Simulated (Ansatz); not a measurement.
The input, for Ansatz 0.2.0:

```yaml
crystal:
  periodic: [false, false, false]
  atoms:
    - {symbol: Si, position_ang: [0.000000, 0.000000, 0.000000]}
    - {symbol: O, position_ang: [0.000000, 0.000000, 1.723500]}
basis:
  gaussian: {orbitals: def2-SVP, fitting: {mean_field: def2-universal-jkfit}}
total_charge: 1
magnetization: {spin_polarized: true, initial_magnetization: 1}
hamiltonian: {xc: {name: PBE0}, pseudopotentials: {relativity: none}}
correlation: {method: ccsd_t, electrons: outside_noble_gas}
accuracy: high
```

```sh
$ ansatz run in.yaml --threads 1 --pin off --events-out ev --progress --plain --max-ram 2393MiB
```

Log:

```
205 factors; integrals over basis functions are off by at most 9.7e-2 eV
mean field evaluation 1: about -9871.1951 eV, gradient 7.9e1 eV
mean field evaluation 2: about -9871.1956 eV, gradient 7.9e1 eV
mean field evaluation 4: about -9895.3475 eV, gradient 3.0e1 eV
mean field evaluation 8: about -9902.7130 eV, gradient 7.9e-1 eV
mean field evaluation 16: about -9902.7280 eV, gradient 3.9e-4 eV
mean field evaluation 32: about -9903.1377 eV, gradient 2.3e-1 eV
mean field evaluation 64: about -9852.0326 eV, gradient 3.3e1 eV
mean field -9903.14494199 eV, -363.9338640253 hartree, gradient 2.0e-8 eV, S^2 0.755383; 5 other end points of the search recorded, 0 dependent functions left out
6 core orbitals not correlated: weight in the atoms' cores, before any rotation towards them, 1.000 or more for the frozen orbitals, at most 0.000 for the correlated occupied ones
reference -9884.96515671 eV, -363.2657692392 hartree; 5, 4 occupied and 21, 22 virtual orbitals, 205 factors
second order -5.78308030 eV of doubles, -0.21215377 eV of singles
cycle   1  -5.96473217 eV  change    1.8e-2 eV  update   1.1e-1
cycle   2  -6.22296303 eV  change   -2.6e-1 eV  update   4.8e-2
cycle   3  -6.32580100 eV  change   -1.0e-1 eV  update   1.7e-2
...
cycle  16  -6.32917915 eV  change    1.1e-7 eV  update   2.2e-7
cycle  17  -6.32917907 eV  change    8.5e-8 eV  update   9.9e-8
cycle  18  -6.32917904 eV  change    2.2e-8 eV  update   4.4e-8
cycle  19  -6.32917903 eV  change    9.4e-9 eV  update   2.5e-8
cycle  20  -6.32917898 eV  change    5.2e-8 eV  update   3.9e-8
cycle  21  -6.32917896 eV  change    1.7e-8 eV  update   1.4e-8
cycle  22  -6.32917896 eV  change    3.4e-9 eV  update   5.9e-9
cycle  23  -6.32917896 eV  change    3.3e-9 eV  update   2.9e-9
cycle  24  -6.32917896 eV  change   9.5e-10 eV  update   1.3e-9
cycle  25  -6.32917896 eV  change  -3.8e-10 eV  update  5.8e-10
perturbative correction -0.21490468 eV, -0.0078976012 hartree
Total energy: -9891.50924035 eV, -363.5062598770 hartree
```

Ran on 1 thread of Arm Neoverse V2, shared host: 3.3 s wall, 0.2 GiB peak host memory.
